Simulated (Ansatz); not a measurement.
Rock-salt HfC was calculated with PBE (Ansatz, an electronic-structure program, PAW).

Run with plane-wave cutoff 500 eV, 14×14×14 k mesh, Fermi–Dirac smearing 0.05 eV, scalar-relativistic PAW data made under PBE.

Computed at the level's own relaxed cell.

Question: Estimate the volume per atom and lattice constant a that the calculation returns.

Answer: 
- volume per atom: 12.58 Å³/atom
- lattice constant a: 4.651 Å

Measured, for comparison: equilibrium volume per atom 12.47 Å³/atom, lattice constant a 4.638 Å (temperature not stated, not corrected to a static lattice; as tabulated in Zhang et al. (2018), doi:10.1088/1367-2630/aac7f0). Computed (rounded) less measured: equilibrium volume per atom +0.9 %, lattice constant a +0.3 %.

Spin–orbit coupling is not included.

The result took around 21 core-seconds (rough).
